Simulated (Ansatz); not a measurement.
**HGeMg, quartet along the distance Ge1-H3**

Starting geometry (PBE0/def2-TZVP stationary point for this spin, not checked as a minimum):

```yaml
atoms:
  - { symbol: Ge, position_ang: [0.0000, 0.0000, 0.3153] }
  - { symbol: Mg, position_ang: [0.0000, 0.0000, -2.1792] }
  - { symbol: H, position_ang: [0.0000, 0.0000, 1.8639] }
```

From there H3 moves along the line of the two atoms named below, all else staying in place; atoms are numbered as listed. Energies are in kcal/mol, counted from the starting geometry at the same level.

Basis 6-31G (Cartesian d functions); Ansatz 0.2.0. Only valence electrons are correlated (noble-gas cores and the filled d shells of p-block atoms frozen). R marks a restricted (for open shells ROHF) determinant, U an unrestricted one. Active spaces: valence = (7e, 9o) chosen from the atoms' valence shells. No spin–orbit coupling is included, and no scalar relativity. The metal's outer-core shells are frozen, which leaves out core–valence correlation.

Unrestricted rows (U) aren't spin-pure: their determinants' ⟨S²⟩ exceeds S(S+1) by up to 0.70, so they mix in states of higher spin. Coupled cluster chose its determinant by a search with trial CCSD, here up to 0.47 eV above the lowest Hartree–Fock solution of its kind. Runs in a small pair space aren't shown, since their orbitals change along the scan. A value is left out where its run failed or describes another state than the reference as far as symmetry and spin tell, or, spin-broken singlets apart, can't be checked.

Full CI is exact within this basis and frozen core; it isn't the basis-set limit. The frozen core follows each run's orbitals, which can shift R against U totals by a few meV for light atoms and by up to 0.1 eV past Ca.

```csv
distance Ge1-H3 (Å),full CI,unpaired electrons (full CI),error UHF,error UCCSD,error RCCSDT,error UCCSDT(Q),error NEVPT2 (valence space),error MRCISD+Q (valence space)
1.255,26.9,3.02,-3.1,-0.2,0.0,0.0,0.2,0.0
1.371,8.9,3.02,-2.1,-0.1,0.0,0.0,0.1,0.0
1.549,0.0,3.03,0.0,0.0,0.0,0.0,0.0,0.0
1.704,2.0,3.04,2.3,0.2,0.0,0.0,-0.1,0.0
1.936,11.6,3.07,6.7,0.6,0.0,0.0,-0.2,0.0
2.142,21.6,3.14,9.9,1.0,0.1,0.0,-0.1,0.0
2.489,34.7,3.31,8.3,2.1,0.1,0.0,0.0,0.0
2.927,40.1,3.28,–,2.0,0.1,0.0,0.1,-0.1
3.439,40.3,3.26,-0.4,1.3,0.1,0.1,0.0,-0.1
4.162,40.2,3.27,-1.1,1.2,0.1,0.0,-0.1,-0.2
5.361,40.2,3.27,-1.2,1.2,0.1,0.0,-0.1,-0.2
```

Unpaired electrons are Σ n²(2−n)² over natural occupations. Errors are those of relative energies. In total energy the starting point itself misses full CI by: UHF 35.5, UCCSD 1.2, RCCSDT 0.0, UCCSDT(Q) -0.1, NEVPT2 (valence space) 3.5, MRCISD+Q (valence space) 0.2 kcal/mol.

Spread of the error over the points with a reference, to 5.361 Å (largest less smallest): UCCSDT(Q) 0.1, RCCSDT 0.1, MRCISD+Q (valence space) 0.2, NEVPT2 (valence space) 0.3, UCCSD 2.3, UHF 12.9 (10 of 11 points) kcal/mol.

Going outwards, the relative energy of UCCSD first misses by more than 1.0 kcal/mol at 2.142 Å.

MRCISD+Q (valence space) stays parallel to the reference within 0.2 kcal/mol over the points shown.
